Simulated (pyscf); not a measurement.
**Multi-bond step: H₃C–SH + hydrogen (H₂) → H₂C=S + hydrogen (H₂) + hydrogen (H₂)**

Gas phase, singlet surface, charge 0. Bonds broken: C1–H7, S2–H6, H3–H8. Bonds formed: H3–H6, H7–H8. PySCF, gas phase, ωB97X-D3(BJ)/def2-SVP geometries.

Transition state (Å):

```xyz
8

C     -0.3092    -0.0384    -0.6305
S      1.1522     0.4671    -0.0333
H      0.0037    -0.2712     2.1045
H     -1.0799     0.6957    -0.9066
H     -0.3969    -1.0130    -1.1318
H      0.6775     0.0543     1.6782
H     -1.0945    -0.5144     0.5965
H     -0.9864    -0.5835     1.4647
```

One imaginary mode, 1333i cm⁻¹; descent along it reached the two sides named.

```
bond   change  reactant side (Å)  saddle  product side
-----  ------  -----------------  ------  ------------
C1–H7  breaks              1.094   1.532           3.6
S2–H6  breaks              1.337   1.823           2.9
H3–H8  breaks              0.761   1.219           3.4
H3–H6   forms              2.578   0.861         0.763
H7–H8   forms                2.6   0.878         0.760
```

Electronic energies relative to the separated reactants (kcal/mol):

```
level                   barrier  reaction energy  reverse barrier
----------------------  -------  ---------------  ---------------
ωB97X-D3(BJ)/def2-TZVP     71.7            +43.6             28.1
PBE/def2-TZVP              56.7            +40.2             16.5
r²SCAN/def2-TZVP           60.8            +41.8             19.0
B3LYP-D3(BJ)/def2-TZVP     63.7            +39.4             24.3
PBE0-D3(BJ)/def2-TZVP      64.3            +44.7             19.6
M06-2X/def2-TZVP           70.5            +40.7             29.8
ωB97M-D3(BJ)/def2-TZVP     69.1            +41.4             27.7
HF/def2-TZVP               95.7            +41.6             54.1
```

With ωB97M-D3(BJ)/def2-TZVP energies and thermal terms (ideal gas, 1 atm, RRHO with modes under 100 cm⁻¹ raised to 100, one conformer, R ln 2 for chiral ones without a mode under 150 cm⁻¹), in kcal/mol:

```json
[
 {"T (K)": "298", "ΔH‡": "65.9", "ΔG‡": "74.5", "ΔH": "+35.9", "ΔG": "+28.2"},
 {"T (K)": "600", "ΔH‡": "65.5", "ΔG‡": "83.6", "ΔH": "+36.7", "ΔG": "+20.0"},
 {"T (K)": "900", "ΔH‡": "66.0", "ΔG‡": "92.5", "ΔH": "+36.8", "ΔG": "+11.6"},
 {"T (K)": "1200", "ΔH‡": "66.6", "ΔG‡": "101.3", "ΔH": "+36.5", "ΔG": "+3.3"}
]
```

One saddle was located; it need not be the lowest between these sides.
